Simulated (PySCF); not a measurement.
Converging P₂⁺ in the basis (PBE0)

PySCF, UKS reference; doublet, unpaired electrons π ↑; De to P⁺ + P without counterpoise correction.

```csv
basis,relativity,functions,Re (Å),ωe (cm⁻¹),De (eV)
def2-SVP,no relativity,36,1.980,720,4.72
"6-311G(d,p)",no relativity,52,1.969,719,4.55
aug-pcseg-1,no relativity,54,1.979,717,4.74
def2-TZVP,no relativity,74,1.966,728,5.01
def2-TZVPPD,no relativity,96,1.966,728,5.02
```

Problem. How does each smaller set differ from the one with most functions, def2-TZVPPD?

Solution. def2-SVP: +1.4 pm, -1.1 % in ωe, -0.30 eV in De; 6-311G(d,p): +0.3 pm, -1.2 % in ωe, -0.47 eV in De; aug-pcseg-1: +1.3 pm, -1.5 % in ωe, -0.28 eV in De; def2-TZVP: +0.0 pm, +0.0 % in ωe, -0.01 eV in De. All at PBE0; the set with most functions is neither the basis-set limit nor always the best.

The state was picked by a PBE0 search and need not be the measured ground state.
